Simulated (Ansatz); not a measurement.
Input file for C8H8, SMILES `c1ccc2c(c1)CC2`:

```yaml
crystal:
  periodic: [false, false, false]
  atoms:
    - {symbol: C, position_ang: [0.364811, 1.967521, 0.769387]}
    - {symbol: C, position_ang: [-0.132958, 2.072199, -0.527696]}
    - {symbol: C, position_ang: [-0.464613, 0.945710, -1.280662]}
    - {symbol: C, position_ang: [-0.267905, -0.270947, -0.661918]}
    - {symbol: C, position_ang: [0.227902, -0.375218, 0.629875]}
    - {symbol: C, position_ang: [0.559221, 0.730595, 1.384332]}
    - {symbol: C, position_ang: [0.171824, -1.885845, 0.626404]}
    - {symbol: C, position_ang: [-0.386747, -1.768042, -0.834144]}
    - {symbol: H, position_ang: [0.606528, 2.875268, 1.311218]}
    - {symbol: H, position_ang: [-0.264499, 3.058469, -0.958953]}
    - {symbol: H, position_ang: [-0.851140, 1.043970, -2.289135]}
    - {symbol: H, position_ang: [0.947873, 0.666023, 2.394707]}
    - {symbol: H, position_ang: [-0.520366, -2.332885, 1.343619]}
    - {symbol: H, position_ang: [1.135216, -2.394490, 0.706652]}
    - {symbol: H, position_ang: [0.253959, -2.205855, -1.603031]}
    - {symbol: H, position_ang: [-1.401906, -2.149174, -0.966355]}
basis:
  gaussian: {orbitals: def2-TZVPP}
correlation: {method: ccsd_t}
output: {orbitals: {seedname: orbitals}}
```

```sh
$ ansatz run in.yaml --threads 2 --pin off --events-out ev --progress --plain --max-ram 20480MiB --backend cuda --devices 0, --max-vram 18GiB
```

Output of Ansatz, abridged:

```
Functional definition: HF
2162 factors; integrals over basis functions are off by at most 1.0e-3 eV
mean field evaluation 1: about -8366.4150 eV, gradient 4.3e1 eV
mean field evaluation 2: about -8366.8737 eV, gradient 4.3e1 eV
mean field evaluation 4: about -8372.0810 eV, gradient 6.0e0 eV
mean field evaluation 8: about -8372.1842 eV, gradient 3.9e-1 eV
mean field -8372.18460859 eV, -307.6721094953 hartree, gradient 1.5e-6 eV, S^2 0.000000; 0 other end points of the search recorded, 0 dependent functions left out; unrestricted orbitals would lower it
8 core orbitals not correlated: weight in the atoms' cores, before any rotation towards them, 1.000 or more for the frozen orbitals, at most 0.000 for the correlated occupied ones
reference -8372.18460859 eV, -307.6721094953 hartree; 20, 20 occupied and 332, 332 virtual orbitals, 2162 factors
second order -34.67024867 eV of doubles, -0.00000000 eV of singles
cycle   1  -34.44157624 eV  change    2.3e-1 eV  update   1.3e-1
cycle   2  -35.36270291 eV  change   -9.2e-1 eV  update   4.1e-2
cycle   3  -35.54398488 eV  change   -1.8e-1 eV  update   1.6e-2
cycle   4  -35.53785229 eV  change    6.1e-3 eV  update   4.4e-3
cycle   5  -35.54039063 eV  change   -2.5e-3 eV  update   1.7e-3
cycle   6  -35.54077083 eV  change   -3.8e-4 eV  update   4.2e-4
cycle   7  -35.54057371 eV  change    2.0e-4 eV  update   1.6e-4
cycle   8  -35.54056403 eV  change    9.7e-6 eV  update   5.7e-5
cycle   9  -35.54058695 eV  change   -2.3e-5 eV  update   3.3e-5
perturbative correction -1.86821918 eV, -0.0686557886 hartree
Total energy: -8409.59341472 eV, -309.0468577640 hartree
```

It took 22 s on 2 threads of an AMD EPYC 7R13 on a shared host and a share of an NVIDIA H100 80 GB, with 0.86 GiB of host memory at the peak.

Correlation energy per correlated electron: -0.935 eV. T1 diagnostic: 0.0100.
